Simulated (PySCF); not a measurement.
A species of formula C5H7F has this rotational fingerprint, computed with PySCF 2.14.0, PBE0-D3(BJ)/def2-SVP geometry optimisation, gas phase:

- Rotational constants: A = 8302, B = 2023, C = 1726 MHz
- Dipole components: |μa| = 1.33 D, |μb| = 0.15 D, |μc| = 0.10 D
- Inertial defect: -17.87 u·Å²
- κ: -0.91

Question: Which structure is it? (One computed conformer of each.)
A. `C#CC(C)(C)F` (HC≡CCF(CH3)2)
B. `[CH2:1]=[CH:2][CH2:3][C:4](=[CH2:5])[F:6]` with C1–C2–C3–C4 120°, C2–C3–C4–C5 -13°
C. `[CH2:1]=[CH:2]/[CH:3]=[C:4](\[CH3:5])[F:6]` with C1–C2–C3–C4 180°
D. `[CH:1]#[C:2][C@@H:3]([CH3:4])[CH2:5][F:6]` with C2–C3–C5–F6 176°
E. `[CH3:1][CH2:2][C:3]1=[CH:4][C@@H:5]1[F:6]` with C1–C2–C3–C4 -2°
F. `[CH2:1]=[CH:2]/[CH:3]=[CH:4]\[CH2:5][F:6]` with C1–C2–C3–C4 -178°, C3–C4–C5–F6 -136°

Answer: B. It is C=CCC(=C)F, a near-prolate asymmetric top, point group C1. The candidates at the same level (rigid rotor, commonest isotopes):

```json
{"SMILES": "C#CC(C)(C)F", "A (MHz)": "4849", "B (MHz)": "2765", "C (MHz)": "2695", "μa (D)": "0.21", "μb (D)": "0.00", "μc (D)": "1.82", "Δ (u·Å²)": "-99.47", "point group": "Cs", "rotor": "near-prolate asymmetric top"}
{"SMILES": "C=C/C=C\\CF", "A (MHz)": "12457", "B (MHz)": "1478", "C (MHz)": "1375", "μa (D)": "1.54", "μb (D)": "0.04", "μc (D)": "0.97", "Δ (u·Å²)": "-14.83", "point group": "C1", "rotor": "near-prolate asymmetric top"}
{"SMILES": "CCC1=C[C@@H]1F", "A (MHz)": "9341", "B (MHz)": "1933", "C (MHz)": "1754", "μa (D)": "2.23", "μb (D)": "0.66", "μc (D)": "0.74", "Δ (u·Å²)": "-27.47", "point group": "C1", "rotor": "near-prolate asymmetric top"}
{"SMILES": "C#C[C@@H](C)CF", "A (MHz)": "6859", "B (MHz)": "2195", "C (MHz)": "1764", "μa (D)": "1.05", "μb (D)": "0.06", "μc (D)": "0.20", "Δ (u·Å²)": "-17.39", "point group": "C1", "rotor": "asymmetric top"}
{"SMILES": "C=CCC(=C)F", "A (MHz)": "8302", "B (MHz)": "2023", "C (MHz)": "1726", "μa (D)": "1.33", "μb (D)": "0.15", "μc (D)": "0.10", "Δ (u·Å²)": "-17.87", "point group": "C1", "rotor": "near-prolate asymmetric top"}
{"SMILES": "C=C/C=C(\\C)F", "A (MHz)": "8411", "B (MHz)": "1926", "C (MHz)": "1582", "μa (D)": "0.17", "μb (D)": "1.38", "μc (D)": "0.00", "Δ (u·Å²)": "-3.17", "point group": "near Cs", "rotor": "asymmetric top"}
```

`C=C/C=C(\C)F` has C 8 % too low; `C#C[C@@H](C)CF` has A 17 % too low; `C#CC(C)(C)F` has C 56 % too high; `C=C/C=C\CF` has A 50 % too high; `CCC1=C[C@@H]1F` has A 13 % too high. No structure here is proved a minimum.
